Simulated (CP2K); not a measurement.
# SF4 (sulfur tetrafluoride): HF/STO-3G

What is the vertical ionisation energy of SF4 (sulfur tetrafluoride) at HF/STO-3G? 

The calculation is run with CP2K 2026.2.

## Step 1: The structure to begin with

SF4 has 5 atoms, charge 0, and is taken as a singlet. As SMILES, `FS(F)(F)F`. The coordinates come from a PBE0-D4/def2-TZVP relaxation.

Bond lengths: F1–S2 1.553 Å, S2–F3 1.649 Å, S2–F4 1.649 Å, S2–F5 1.553 Å. Angles: F1–S2–F3 87.6°, F1–S2–F4 87.6°, F1–S2–F5 101.3°, F3–S2–F4 172.5°, F3–S2–F5 87.6°, F4–S2–F5 87.6°.

## Step 2: A single-point energy at HF/STO-3G

File calc.inp:

```
&GLOBAL
  PROJECT_NAME calc
  RUN_TYPE ENERGY
  PRINT_LEVEL MEDIUM
&END

&FORCE_EVAL
  METHOD Quickstep
  &DFT
    BASIS_SET_FILE_NAME ./sto_3g.basis
    POTENTIAL_FILE_NAME POTENTIAL
    ! Quickstep
    &QS
      METHOD GAPW
      EPS_DEFAULT 1.0E-10
    &END
    ! plane-wave cutoff in Ry
    &MGRID
      CUTOFF 280
      REL_CUTOFF 50
      NGRIDS 4
    &END
    &POISSON
      PERIODIC NONE
      POISSON_SOLVER MULTIPOLE
    &END
    ! SCF settings
    &SCF
      SCF_GUESS ATOMIC
      EPS_SCF 1.0E-07
      MAX_SCF 150
      ADDED_MOS 5
      &DIAGONALIZATION
        ALGORITHM STANDARD
      &END
      &MIXING
        METHOD DIRECT_P_MIXING
        ALPHA 0.4
      &END
    &END
    ! functional
    &XC
      &XC_FUNCTIONAL NONE
      &END
      &HF
        FRACTION 1
        &SCREENING
          EPS_SCHWARZ 1.0E-10
        &END
        &MEMORY
          MAX_MEMORY 1050
        &END
      &END
    &END
    ! extra output
    &PRINT
      &MOMENTS
        PERIODIC F
        REFERENCE COM
        MAX_MOMENT 1
      &END
      &MO ON
        ENERGIES T
        OCCUPATION_NUMBERS T
        NDIGITS 6
        &EACH
          QS_SCF 0
        &END
        ADD_LAST NUMERIC
      &END
      &LOWDIN ON
      &END
      &HIRSHFELD OFF
      &END
    &END
  &END
  &SUBSYS
    &CELL
      ABC 10 8.6 9
      PERIODIC NONE
    &END
    &COORD
      F      4.390500     3.740700     5.515500
      S      5.015700     3.611300     4.099700
      F      6.488400     3.506700     4.834100
      F      3.511600     3.891400     3.484500
      F      5.352300     5.093300     3.779600
    &END
    &KIND F
      BASIS_SET STO-3G
      POTENTIAL ALL
      LEBEDEV_GRID 194
      RADIAL_GRID 100
    &END
    &KIND S
      BASIS_SET STO-3G
      POTENTIAL ALL
      LEBEDEV_GRID 194
      RADIAL_GRID 100
    &END
  &END
&END
```

The run is started by

```console
OMP_NUM_THREADS=1 cp2k.psmp calc.inp > calc.out
```

The program printed:

```text
CP2K| version string:                                       CP2K version 2026.2
[...]
 GLOBAL| Method name                                                        CP2K
[...]
 GLOBAL| Run type                                                         ENERGY
[...]
 *** WARNING in qs_environment.F:2210 :: More added MOs requested than     ***
 *** available. The full set of unoccupied MOs will be used. Use           ***
 *** 'ADDED_MOS -1' to always use all available MOs and to get rid of this ***
[...]
 DFT| Spin restricted Kohn-Sham (RKS) calculation                            RKS
 DFT| Multiplicity                                                             1
[...]
 DFT| Charge                                                                   0
[...]
 QS| Method:                                                                GAPW
[...]
 QS| Density cutoff [a.u.]:                                                140.0
[...]
 QS| Relative density cutoff [a.u.]:                                        25.0
[...]
                             - Atoms:                                          5
[...]
                             - Spherical basis functions:                     29
[...]
 Number of electrons:                                                         52
[...]
     1 P_Mix/Diag. 0.40E+00    0.4     1.02785589      -784.9948241789 -7.85E+02
[...]
    17 DIIS/Diag.  0.25E-07    0.2     0.00000002      -785.0062251279  2.27E-13
  *** SCF run converged in    17 steps ***
[...]
  Overlap energy of the core charge distribution:               0.00000006004242
  Self energy of the core charge distribution:               -590.19705086803276
  Core Hamiltonian energy:                                   -235.73726414954899
  Hartree energy:                                              80.89702386034033
  Exchange-correlation energy:                                  0.00000000000000
  Hartree-Fock Exchange energy:                               -66.35342386085917
[...]
                     Mulliken Population Analysis
 #  Atom  Element  Kind  Atomic population                           Net charge
       1     F        1          9.215286                             -0.215286
       2     S        2         14.844963                              1.155037
       3     F        1          9.362323                             -0.362323
       4     F        1          9.362257                             -0.362257
       5     F        1          9.215171                             -0.215171
 # Total charge                             52.000000                 -0.000000
[...]
  Dipole moment [Debye]
    X=  0.9644639E-01 Y= -0.5359466E+00 Z= -0.3662225E+00  Total=      0.6562466
 ENERGY| Total FORCE_EVAL ( QS ) energy [hartree]           -785.006225127919379
[...]
```

It took 3.9 s on 1 thread of Arm Neoverse V2, shared host; peak memory 0.44 GiB.

## Step 3: The doublet cation at the same level

File molecule.xyz:

```xyz
5

F     -0.561200    -0.228000     1.172800
S      0.064000    -0.357400    -0.243000
F      1.536700    -0.462000     0.491400
F     -1.440100    -0.077300    -0.858200
F      0.400600     1.124600    -0.563100
```

File molecule.inp:

```
&FORCE_EVAL
  METHOD Quickstep
  &DFT
    BASIS_SET_FILE_NAME ./sto_3g.basis
    POTENTIAL_FILE_NAME POTENTIAL
    CHARGE 1
    MULTIPLICITY 2
    UKS T
    ! Quickstep
    &QS
      METHOD GAPW
      EPS_DEFAULT 1.0E-10
    &END QS
    &MGRID
      CUTOFF 280
      REL_CUTOFF 50
      NGRIDS 4
    &END MGRID
    ! cluster boundary conditions
    &POISSON
      PERIODIC NONE
      POISSON_SOLVER MULTIPOLE
    &END POISSON
    &SCF
      SCF_GUESS ATOMIC
      EPS_SCF 1.0E-07
      MAX_SCF 80
      ADDED_MOS 10
      &DIAGONALIZATION
        ALGORITHM STANDARD
      &END DIAGONALIZATION
      &MIXING
        METHOD DIRECT_P_MIXING
        ALPHA 0.4
      &END MIXING
    &END SCF
    &XC
      &XC_FUNCTIONAL NONE
      &END XC_FUNCTIONAL
      &HF
        FRACTION 1
        &SCREENING
          EPS_SCHWARZ 1.0E-10
        &END SCREENING
        &MEMORY
          MAX_MEMORY 1050
        &END MEMORY
      &END HF
    &END XC
    ! extra output
    &PRINT
      &MOMENTS
        PERIODIC F
        REFERENCE COM
        MAX_MOMENT 1
      &END MOMENTS
      &MO ON
        ENERGIES T
        OCCUPATION_NUMBERS T
        NDIGITS 6
        &EACH
          QS_SCF 0
        &END EACH
        ADD_LAST NUMERIC
      &END MO
      &LOWDIN ON
      &END LOWDIN
      &HIRSHFELD OFF
      &END HIRSHFELD
    &END PRINT
  &END DFT
  ! atoms, cell and kinds
  &SUBSYS
    ! box in angstrom
    &CELL
      ABC 10 8.6 9
      PERIODIC NONE
    &END CELL
    &TOPOLOGY
      COORD_FILE_NAME molecule.xyz
      COORD_FILE_FORMAT XYZ
      &CENTER_COORDINATES
      &END CENTER_COORDINATES
    &END TOPOLOGY
    &KIND F
      BASIS_SET STO-3G
      POTENTIAL ALL
      LEBEDEV_GRID 194
      RADIAL_GRID 100
    &END KIND
    &KIND S
      BASIS_SET STO-3G
      POTENTIAL ALL
      LEBEDEV_GRID 194
      RADIAL_GRID 100
    &END KIND
  &END SUBSYS
&END FORCE_EVAL
&GLOBAL
  PROJECT_NAME molecule
  RUN_TYPE ENERGY
  PRINT_LEVEL MEDIUM
&END GLOBAL
```

The run is started by

```console
OMP_NUM_THREADS=1 cp2k.psmp molecule.inp > molecule.out
```

The program printed:

```text
CP2K| version string:                                       CP2K version 2026.2
[...]
 GLOBAL| Method name                                                        CP2K
[...]
 GLOBAL| Run type                                                         ENERGY
[...]
 *** WARNING in qs_environment.F:2191 :: More ADDED_MOs requested for beta ***
 *** spin than available.                                                  ***
 *** WARNING in qs_environment.F:2210 :: More added MOs requested than     ***
 *** available. The full set of unoccupied MOs will be used. Use           ***
 *** 'ADDED_MOS -1' to always use all available MOs and to get rid of this ***
[...]
 DFT| Spin unrestricted (spin-polarized) Kohn-Sham calculation               UKS
 DFT| Multiplicity                                                             2
[...]
 DFT| Charge                                                                   1
[...]
 QS| Method:                                                                GAPW
[...]
 QS| Density cutoff [a.u.]:                                                140.0
[...]
 QS| Relative density cutoff [a.u.]:                                        25.0
[...]
                             - Atoms:                                          5
[...]
                             - Spherical basis functions:                     29
[...]
 Number of electrons:                                                         26
[...]
     1 P_Mix/Diag. 0.40E+00    0.5     0.50333570      -775.7966638301 -7.76E+02
[...]
    30 DIIS/Diag.  0.24E-06    0.3     0.00000010      -784.8093879925  5.68E-13
  *** SCF run converged in    30 steps ***
[...]
  Overlap energy of the core charge distribution:               0.00000006004242
  Self energy of the core charge distribution:               -590.19705086803276
  Core Hamiltonian energy:                                   -238.51602921431555
  Hartree energy:                                              83.07391954775991
  Exchange-correlation energy:                                  0.00000000000000
  Hartree-Fock Exchange energy:                               -65.58355853218153
[...]
  Ideal and single determinant S**2 :                    0.750000       0.896050
[...]
                     Mulliken Population Analysis
 #  Atom  Element  Kind  Atomic population (alpha,beta) Net charge  Spin moment
       1     F        1         4.537649     4.559456    -0.097105    -0.021806
       2     S        2         7.290710     7.478559     1.230731    -0.187850
       3     F        1         4.816918     4.201430    -0.018349     0.615488
       4     F        1         4.816989     4.201196    -0.018185     0.615794
       5     F        1         4.537734     4.559359    -0.097092    -0.021625
 # Total charge and spin       26.000000    25.000000     1.000000     1.000000
[...]
  Dipole moment [Debye]
    X=  0.2099241E+00 Y= -0.1173504E+01 Z= -0.8003646E+00  Total=      1.4358841
 ENERGY| Total FORCE_EVAL ( QS ) energy [hartree]           -784.809387992519873
[...]
```

It took 8.7 s on 1 thread of Arm Neoverse V2, shared host; peak memory 0.46 GiB.

## Step 4: Outcome

Level: HF/STO-3G.

| quantity | value |
| --- | --- |
| singlet SF4: total energy | -785.00623 Eh |
| singlet SF4: dipole moment | 0.66 D |
| singlet SF4: HOMO energy | -6.89 eV |
| singlet SF4: LUMO energy | 8.56 eV |
| singlet SF4: HOMO–LUMO gap | 15.45 eV |
| doublet cation: total energy | -784.80939 Eh |
| doublet cation: HOMO energy (highest over α and β) | -19.85 eV |
| doublet cation: LUMO energy (lowest over α and β) | -4.02 eV |
| doublet cation: ⟨S²⟩ | 0.896 |
| vertical ionisation energy (to the doublet cation) | 5.356 eV |

What this shows: The vertical ionisation energy comes to 5.36 eV (517 kJ/mol). The negative HOMO energy of the first species, 6.89 eV, lies 1.54 eV above that difference. In a minimal basis such a difference can be off by several eV, whatever the method. ⟨S²⟩ (doublet cation) is 0.90 where a pure doublet has 0.75: the reference is spin-contaminated.
